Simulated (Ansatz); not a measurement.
Basis-set extrapolation for CP (`[C]#P`) radical (PBE0-D4/def2-TZVP geometry, frozen core, Ansatz 0.2.0). Multiplicity 2, UHF reference.

```json
{"": "HF", "def2-TZVPP": "-378.503959", "def2-QZVPP": "-378.515015"}
{"": "MP2 correlation", "def2-TZVPP": "-0.206816", "def2-QZVPP": "-0.222952"}
{"": "CCSD(T) correlation", "def2-TZVPP": "-0.276323", "def2-QZVPP": "-0.291605"}
```

Energies in hartree. Use E(X) = E(∞) + A·exp(−7.88·√X) for Hartree–Fock and E(X) = E(∞) + B·X^(−2.97) for correlation, with X = 3 and 4.

Problem. What is the CCSD(T) energy at the basis-set limit?

Solution. HF limit: -378.515015 + (-0.011056) × 0.13774 = -378.51654. Correlation limit: -0.291605 + (-0.015282) × 0.74074 = -0.30292. Total: -378.81946 hartree, 24.6 kcal/mol below CCSD(T)/def2-TZVPP.

The UHF reference is spin-contaminated (⟨S²⟩ = 1.59, T1 = 0.100).
